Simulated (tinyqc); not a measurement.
Worked calculation: RHF in the sto-6g basis, for CH3-, spin multiplicity 1. The basis has no diffuse functions, so it cannot describe the extra electron: this is an exercise in the method, not the real anion. One step of it, computed by the program tinyqc.

Task: Iteration 1: diagonalisation and new density. Diagonalise F' = X^T F X, C = X C', fill 5 alpha and 5 beta electrons from the bottom; D = 2 C_occ C_occ^T. Each column has its largest component positive (the first on a tie).

Fock matrix F (hartree), lower triangle:
```
            1C 1s      1C 2s     1C 2px     1C 2py    1C 2pz      2H 1s      3H 1s     4H 1s
1C 1s   -9.958708
1C 2s   -2.618344  -0.680523
1C 2px  -0.000004  -0.000031   0.424014
1C 2py   0.000000   0.000000   0.000000   0.424016
1C 2pz   0.000583   0.002676   0.000000   0.000000  0.495869
2H 1s   -0.598603  -0.381118  -0.171195   0.000000  0.001906   0.054389
3H 1s   -0.598435  -0.381060   0.085588  -0.148264  0.001905  -0.127191   0.054447
4H 1s   -0.598435  -0.381060   0.085588   0.148264  0.001905  -0.127191  -0.127152  0.054447
```

X, lower triangle:
```
            1C 1s      1C 2s     1C 2px     1C 2py    1C 2pz      2H 1s      3H 1s     4H 1s
1C 1s    1.026489
1C 2s   -0.156301   1.354611
1C 2px  -0.000003   0.000053   1.164064
1C 2py   0.000000   0.000000   0.000000   1.164053
1C 2pz   0.000247  -0.002742   0.000000   0.000000  1.000023
2H 1s    0.021983  -0.301285  -0.313228   0.000000  0.002501   1.220644
3H 1s    0.021981  -0.301202   0.156567  -0.271220  0.002501  -0.027416   1.220562
4H 1s    0.021981  -0.301202   0.156567   0.271220  0.002501  -0.027416  -0.027416  1.220562
```

Give: F' = X^T F X; orbital energies; coefficients C; D after iteration 1.

Result:

F' = X^T F X (hartree), lower triangle:
```
         1        2        3        4       5        6        7       8
1  -9.7432
2  -1.4854   0.3262
3   0.0000   0.0000   0.7885
4   0.0000   0.0000   0.0000   0.7885
5   0.0009  -0.0022   0.0000   0.0000  0.4959
6  -0.0833  -0.4038  -0.4995   0.0000  0.0036   0.4786
7  -0.0833  -0.4037   0.2497  -0.4325  0.0036  -0.0675   0.4785
8  -0.0833  -0.4037   0.2497   0.4325  0.0036  -0.0675  -0.0675  0.4785
```

orbital energies (hartree): MO1 -9.9635, MO2 -0.2330, MO3 0.0436, MO4 0.0436, MO5 0.4959, MO6 1.1232, MO7 1.2908, MO8 1.2909

coefficients C:
```
            MO1      MO2      MO3      MO4      MO5      MO6      MO7      MO8
1C 1s    0.9938  -0.1875   0.0000   0.0000  -0.0027  -0.2384   0.0000  -0.0001
1C 2s    0.0287   0.4984   0.0000  -0.0001   0.0122   1.3719   0.0000   0.0009
1C 2px   0.0000   0.0000   0.0000   0.4423   0.0000  -0.0006   0.0000   1.1430
1C 2py   0.0000   0.0000   0.4423   0.0000   0.0000   0.0000   1.1430   0.0000
1C 2pz  -0.0001  -0.0030   0.0000   0.0000   0.9999  -0.0142   0.0000   0.0000
2H 1s   -0.0058   0.3113   0.0000   0.5887  -0.0023  -0.6684   0.0000  -0.8892
3H 1s   -0.0058   0.3112   0.5098  -0.2944  -0.0023  -0.6690  -0.7696   0.4439
4H 1s   -0.0058   0.3112  -0.5098  -0.2944  -0.0023  -0.6690   0.7696   0.4439
```

D after iteration 1, lower triangle:
```
          1C 1s   1C 2s   1C 2px   1C 2py   1C 2pz    2H 1s    3H 1s   4H 1s
1C 1s    2.0455
1C 2s   -0.1300  0.4988
1C 2px   0.0000  0.0000   0.3913
1C 2py   0.0000  0.0000   0.0000   0.3913
1C 2pz  -0.0046  0.0215   0.0000   0.0000   1.9997
2H 1s   -0.1283  0.3098   0.5208   0.0000  -0.0065   0.8870
3H 1s   -0.1283  0.3099  -0.2604   0.4510  -0.0065  -0.1528   0.8870
4H 1s   -0.1283  0.3099  -0.2604  -0.4510  -0.0065  -0.1528  -0.1528  0.8870
```
